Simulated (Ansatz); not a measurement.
Eight cases of atomisation energy of first-row species (electronic energies, kcal/mol), geometries: B3LYP-D3(BJ)/def2-TZVP. Functionals by Ansatz (a quantum-chemistry and plane-wave program) in def2-TZVPD; columns hold the difference against the high level (Ansatz, AFQMC by cisd_afqmc): A = CCSD(T)/CBS(cc-pVQZ,cc-pV5Z) + [CCSDT(Q) - CCSD(T)]/cc-pVDZ + core + X2C; B = CCSD(T)/CBS(cc-pVQZ,cc-pV5Z) + [CCSDT(Q) - CCSD(T)]/cc-pVQZ + [CCSDTQ - CCSDT(Q)]/cc-pVDZ + core + X2C; C = CCSD(T)/CBS(cc-pVQZ,cc-pV5Z) + [CCSDT(Q) - CCSD(T)]/cc-pVTZ + [CCSDTQ - CCSDT(Q)]/cc-pVDZ + core + X2C; D = CCSD(T)/CBS(cc-pVQZ,cc-pV5Z) + [CCSDT(Q) - CCSD(T)]/cc-pVTZ + core + X2C; E = CCSD(T)/CBS(cc-pVTZ,cc-pVQZ) + [CCSDT(Q) - CCSD(T)]/cc-pVDZ + core + X2C. The cases were drawn at random from those of this class that have a high level and all functionals, leaving out states under which another spin lies or may lie. Left out are anions, K, Ca, elements past Kr, ionisation of Li, Na and Mg, pi-pi* triplets of linear molecules and other triplets made from a closed-shell parent. Runs that doubt their state, and full CI more than 15 mEh from coupled cluster, are set aside; a case stays where another high level and all functionals remain. AFQMC serves as high level only in triple zeta or larger, with a steady walk, a bar under 0.8 kcal/mol and agreement with other high levels or trials where they ran; where none ran, an unstable determinant or (outside 3d species) a high T1 diagnostic also bars it, so strongly correlated cases are thinned. No case was kept or dropped by the size of a functional's miss. Each difference is the functional minus the high level; affinities count positive where energy is released, gaps as the second state minus the first. Open shells are spin-unrestricted; no spin-orbit coupling. CBS(X,Y): correlation extrapolated as X^-3, Hartree-Fock from the larger set (Q,5: extrapolated as (X+1)exp(-9√X)). A bracket is a step between two methods taken in the basis named. Functionals run without relativity, which enters their misses. '+ core + X2C': CCSD(T) terms for core correlation (cc-pwCVTZ) and scalar relativity (cc-pVTZ-DK). Where a partner has so few electrons that a lower coupled-cluster level is exact, that level stands in. The UHF reference of BO ([B]=O, doublet) is spin-contaminated (<S^2> up to 0.05 over the pure value in the sets run). The UHF reference of CN ([C-]#[N+], doublet) is spin-contaminated (<S^2> up to 0.37 over the pure value in the sets run).

```csv
case,level,value
"BO (SMILES [B]=O, doublet)",B,195.3
"CH2F2 (difluoromethane, SMILES FCF)",D,437.8
"H2BO2 (SMILES O[B]O, doublet)",A,470.4
C2H3F3 (SMILES CC(F)(F)F),E,762.4
"C3H9N (propan-2-amine, SMILES CC(C)N)",E,1177.7
"CN (SMILES [N+]#[C-], doublet)",B,181.0
"N2H3 (SMILES [NH]N, doublet)",A,349.0
BNH4 (SMILES BN),C,501.2
```

Problem. Predict the difference of PBE, B3LYP, PBE0 for each case and sum up.

Solution. 
```
case                                    PBE  B3LYP  PBE0
-------------------------------------  ----  -----  ----
BO (SMILES [B]=O, doublet)             11.3   -1.2  -0.5
CH2F2 (difluoromethane, SMILES FCF)    12.6   -3.7  -1.9
H2BO2 (SMILES O[B]O, doublet)          14.2   -3.0  -2.1
C2H3F3 (SMILES CC(F)(F)F)              21.1  -10.8  -1.3
C3H9N (propan-2-amine, SMILES CC(C)N)  12.4   -8.0  -2.5
CN (SMILES [N+]#[C-], doublet)         16.2   -1.8  -2.4
N2H3 (SMILES [NH]N, doublet)           19.4    8.0   3.1
BNH4 (SMILES BN)                        6.6    4.3  -0.9
```
PBE: mean +14.2, mean absolute 14.2, median absolute 13.4, largest +21.1; B3LYP: mean -2.0, mean absolute 5.1, median absolute 4.0, largest -10.8; PBE0: mean -1.1, mean absolute 1.8, median absolute 2.0, largest +3.1 kcal/mol. PBE lies above in 8 and below in 0 of the eight.
